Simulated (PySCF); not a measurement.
SiC⁺: one state, many levels of theory

State: ⁴Σ⁻ (quartet), unpaired electrons σ ↑, π ↑↑. Set-up: PySCF, no relativity, basis sets Si def2-TZVPPD, C def2-TZVPPD. De refers to Si⁺ + C in their high-spin ground configurations, without counterpoise correction. The functionals are run spin-unrestricted. A positive dipole points towards C; it is taken about the centre of mass and depends on that origin.

| Level | Re (Å) | ωe (cm⁻¹) | De (eV) | μ (D) | CPU s a point (SCF and correlation, without the integrals) |
| --- | --- | --- | --- | --- | --- |
| UHF | 1.783 | 934 | 2.71 | -0.92 | 1 |
| UHF-MP2 | 1.807 | 876 | 3.48 | n/a | 1.6 |
| UHF-SCS-MP2 | 1.803 | 883 | 3.12 | n/a | n/a |
| UHF-CCSD | 1.811 | 864 | 3.34 | n/a | n/a |
| UHF-CCSD(T) | 1.820 | 840 | 3.48 | n/a | 21 |
| PBE | 1.841 | 784 | 4.09 | -1.15 | 1.3 |
| TPSS | 1.833 | 803 | 3.90 | -0.99 | 2.1 |
| r²SCAN | 1.823 | 825 | 3.99 | -0.92 | 2 |
| M06-L | 1.812 | 861 | 4.17 | -0.83 | 2 |
| B3LYP | 1.824 | 814 | 3.57 | -1.26 | 2.1 |
| PBE0 | 1.816 | 841 | 3.83 | -1.09 | 2.4 |
| MN15 | 1.811 | 842 | 3.82 | -1.02 | 2.8 |
| CAM-B3LYP | 1.808 | 853 | 3.49 | -1.22 | 3.3 |
| B2PLYP | 1.819 | 830 | 3.49 | -1.21 | 1.9 |

The bond length runs from 1.783 Å (UHF) to 1.841 Å (PBE). De spans 2.71 eV (UHF, mean field) to 4.17 eV (M06-L, meta-GGA). Correlation at CCSD(T) changes the Hartree–Fock bond energy by +0.77 eV; the triples alone change it by +0.14 eV.

Correlated steps freeze 6 core orbitals. For an ion De counts to the pair picked by the measured ionisation energies or electron affinities, which need not be the lowest pair at this level. B2PLYP dipoles, levels and charges come from its SCF part alone. The CCSD T1 diagnostic is raised, a sign that a single reference may not be enough here. The state was picked by a PBE0 search and need not be the measured ground state.

The whole job (state search and all levels along the bond) took about 4.6 min on 2 threads of Arm Neoverse V1 (shared host), peak memory 2.8 GiB.
